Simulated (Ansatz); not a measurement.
Gas-phase electronic energies from Ansatz, PBE0-D4/def2-TZVP geometries. CBS: MP2 limit from def2 TZ/QZ plus the TZ coupled-cluster correction, frozen cores. This one scheme is used for every species. DFT in def2-TZVPP. One conformer a species, not always the lowest.

Reaction (formal hydrolysis of a C–C bond): `CCC(C)CO` + H₂O → `CC(O)CO` + ethane

```csv
species,ωB97X-V energy (Eh)
`CCC(C)CO`,-273.00947
H₂O,-76.43446
`CC(O)CO`,-269.60551
`CC`,-79.83112
```

Work out ΔE.

ΔE = (-269.60551) + (-79.83112) − (-273.00947) − (-76.43446) = 0.00730 Eh = +0.20 eV. CCSD(T)/CBS gives +0.32 eV.

Largest T1 diagnostic among the species: 0.010.

In def2-TZVPP, CCSD(T) changes the Hartree–Fock value by +0.23 eV (the triples alone add +0.02 eV) and MP2 by +0.31 eV. The D4 term adds +0.11 eV with B3LYP and +0.06 eV with PBE0; it sums over pairs of atoms, weighted by their polarisabilities, and B3LYP, whose exchange is more repulsive, gets the larger term. At CCSD(T), def2-SVP lies −0.16 eV from the extrapolated value and def2-TZVPP −0.04 eV.

B3LYP here is the variant with VWN-RPA as its local correlation; programs differ in this.
